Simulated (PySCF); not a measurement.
acetonitrile (C₂H₃N), SMILES CC#N. Geometry optimised at ωB97X-D3(BJ)/def2-TZVP.

Computed equilibrium geometry at ωB97X-D3(BJ)/def2-TZVP (PySCF confirms it by a frequency run) as Cartesian coordinates in Å, and its point group:
point group C3v.
```xyz
6

C      0.0000     0.0000    -1.1786
C      0.0000     0.0000     0.2831
N      0.0000     0.0000     1.4313
H     -0.8885     0.5130    -1.5487
H      0.8885     0.5130    -1.5487
H      0.0000    -1.0259    -1.5487
```
Charge 0, spin multiplicity 1.
